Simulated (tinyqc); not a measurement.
Extended Hueckel theory, for N2, step by step. One step of it, computed by the program tinyqc.

Problem. Mulliken analysis. P = C n C^T; charge = valence electrons (N 5) minus the sum of (P S)_ii on the atom; overlap population = 2 sum P_ij S_ij between two atoms.

coefficients:
```
              MO1        MO2       MO3        MO4        MO5        MO6        MO7        MO8
1N 2s    0.571407   0.503682  0.000000   0.000000  -0.245795   0.000000   0.000000   1.199186
1N 2px   0.000000   0.000000  0.454002  -0.434899   0.000000  -0.156776   0.809753   0.000000
1N 2py   0.000000   0.000000  0.434899   0.454002   0.000000   0.809753   0.156776   0.000000
1N 2pz   0.057754  -0.473473  0.000000   0.000000   0.643513   0.000000   0.000000   1.097611
2N 2s    0.571407  -0.503682  0.000000   0.000000  -0.245795   0.000000   0.000000  -1.199186
2N 2px   0.000000   0.000000  0.454002  -0.434899   0.000000   0.156776  -0.809753   0.000000
2N 2py   0.000000   0.000000  0.434899   0.454002   0.000000  -0.809753  -0.156776   0.000000
2N 2pz  -0.057754  -0.473473  0.000000   0.000000  -0.643513   0.000000   0.000000   1.097611
```

occupations: 2.000000  2.000000  2.000000  2.000000  2.000000  0.000000  0.000000  0.000000

overlap S:
```
            1N 2s    1N 2px    1N 2py     1N 2pz     2N 2s    2N 2px    2N 2py     2N 2pz
1N 2s    1.000000  0.000000  0.000000   0.000000  0.431074  0.000000  0.000000  -0.429109
1N 2px   0.000000  1.000000  0.000000   0.000000  0.000000  0.265006  0.000000   0.000000
1N 2py   0.000000  0.000000  1.000000   0.000000  0.000000  0.000000  0.265006   0.000000
1N 2pz   0.000000  0.000000  0.000000   1.000000  0.429109  0.000000  0.000000  -0.326434
2N 2s    0.431074  0.000000  0.000000   0.429109  1.000000  0.000000  0.000000   0.000000
2N 2px   0.000000  0.265006  0.000000   0.000000  0.000000  1.000000  0.000000   0.000000
2N 2py   0.000000  0.000000  0.265006   0.000000  0.000000  0.000000  1.000000   0.000000
2N 2pz  -0.429109  0.000000  0.000000  -0.326434  0.000000  0.000000  0.000000   1.000000
```

Give: charges; Overlap populations.

Solution.

charges: 1N 0.0000, 2N 0.0000

Overlap populations:
```
pair     value
2-1   1.709010
```
